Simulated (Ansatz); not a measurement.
**How far each method lies from UCCSDT(Q) for InH₄⁺, triplet**

Geometry: a PBE0/def2-TZVP stationary point for this spin, not checked as a minimum.

| atom | x (Å) | y (Å) | z (Å) |
| --- | --- | --- | --- |
| In | 0.0000 | 0.0000 | 0.0000 |
| H | 0.7014 | 0.7153 | 1.4929 |
| H | -0.7091 | -0.7053 | 1.4940 |
| H | -0.7064 | 0.7002 | -1.4977 |
| H | 0.7142 | -0.7103 | -1.4892 |

Basis def2-TZVPP with its core potentials; Ansatz 0.2.0. Correlated methods freeze the noble-gas cores and the filled d shells of p-block atoms, which leaves 6 electrons in 97 orbitals. Prefix R: restricted or restricted open-shell reference; prefix U: unrestricted. Active spaces: valence = (6e, 8o) chosen from the atoms' valence shells. No spin–orbit coupling is included; scalar relativity enters through the core potentials alone.

Full CI isn't at hand for all of this; UCCSDT(Q) serves as the reference, and is uncertain by about the last step of the cluster series. The frozen core follows each run's orbitals, which can shift R against U totals by a few meV for light atoms and by up to 0.1 eV past Ca.

The UHF ⟨S²⟩ is 2.071. The T1 diagnostic (RCCSD) is 0.0313. The largest doubles amplitude (RCCSD) is 0.070 and the T1 diagnostic (UCCSD) is 0.0256.

```
   level  E − E(RHF) (eV)
     UHF          -0.4848
    UMP2          -2.4170
   UCCSD          -3.1374
UCCSD(T)          -3.1934
```

Q: Estimate how far UCCSDT(Q) in def2-TZVPP lies from UCCSD(T). The table doesn't fix it; the size of (T) and the diagnostics are the guide.

A: UCCSDT(Q) in def2-TZVPP lies 2.2 kJ/mol below UCCSD(T), which is 41 % of the (T) step (-5.4 kJ/mol). T1 is raised, and the rest is a large part of (T).

The other levels:

```json
{"level": "UCCSDT", "E − E(UCCSDT(Q)) (kJ/mol)": "0.1", "share of correlation (%)": "99.96", "wall time": "–"}
```

The correlation energy at UCCSDT(Q), counted from RHF, is -3.216 eV. That run took 18 s on 2 threads of AMD EPYC 7R13 with a shared H100 80 GB, shared host.

Run but not shown, since their state or frozen core can't be matched to the reference's or they repeat it: RHF, RMP2, RCCSD, RCCSD(T), BCCD(T), RCCSDT, RCCSDT(Q), CASSCF (valence space), NEVPT2 (valence space), MRCISD (valence space), MRCISD+Q (valence space).

Times hold each run's SCF and search for its determinant on a shared host, so for small cases they say little of a method's own cost.

Natural occupations of CASSCF (valence space) about the gap: 1.960 1.928 1.001 1.001 0.059 0.021 0.014 0.014; effectively unpaired electrons, Σ n²(2−n)², 2.04.
